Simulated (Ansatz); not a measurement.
Geometry optimisation, UKS PBE-D4/6-31G* (Ansatz).

Input file:

```yaml
crystal:
  periodic: [false, false, false]
  atoms:
    - { symbol: Li, position_ang: [-1.78716, -0.57838, 1.67452] }
    - { symbol: O, position_ang: [-0.48453, -0.42213, 0.65005] }
    - { symbol: Si, position_ang: [0.63906, -0.07207, -0.38914] }
    - { symbol: H, position_ang: [0.8067, -1.02118, -1.50063] }
    - { symbol: H, position_ang: [1.96463, 0.23599, 0.17057] }
magnetization:
  spin_polarized: true
  initial_magnetization: 1
basis:
  gaussian: { orbitals: "6-31G*" }
hamiltonian:
  xc: pbe
  dispersion: d4
relax:
  f_tol: 0.015
  max_steps: 40
output:
  orbitals: {}
```

Launched with:

```bash
$ ansatz run input.yaml --threads 1 --pin off --max-ram 2048MiB --backend cpu --events-out ev --progress --plain --runs-dir out
```

Problem. Where does it end, and by what steps?

Solution. The run converged. After 20 steps the energy has fallen by 0.194 eV; O2 moved furthest, 0.73 Å. Joined: Li1–Si3.

```
step  energy less start (eV)  largest force component (eV/Å)  accepted
   0                  0.0000                           1.753       yes
   1                 -0.1163                           0.982       yes
   2                 -0.1469                           0.119       yes
   3                 -0.1487                           0.051       yes
   4                 -0.1492                           0.032       yes
   5                 -0.1501                           0.047       yes
   6                 -0.1522                           0.090       yes
   7                 -0.1545                           0.028       yes
   8                 -0.1542                           0.322        no
   9                 -0.1561                           0.150       yes
  10                 -0.1603                           0.107       yes
  11                 -0.1613                           0.178       yes
  12                 -0.1631                           0.188       yes
  13                 -0.1664                           0.131       yes
  14                 -0.1784                           0.257       yes
  15                 -0.1854                           0.296       yes
  16                 -0.0523                           0.836        no
  17                 -0.1939                           0.060       yes
  18                 -0.1942                           0.041       yes
  19                 -0.1942                           0.052       yes
  20                 -0.1944                           0.003       yes
```

```xyz
5
Properties=species:S:1:pos:R:3
Li -1.667 -0.160 1.276
O -0.239 -1.046 0.951
Si 0.512 -0.189 -0.214
H 0.676 -0.873 -1.557
H 1.857 0.411 0.149
```

Whether the end is a true minimum wasn't checked by a vibrational analysis.

Time of the run: 3 min on 1 CPU thread of a shared host.
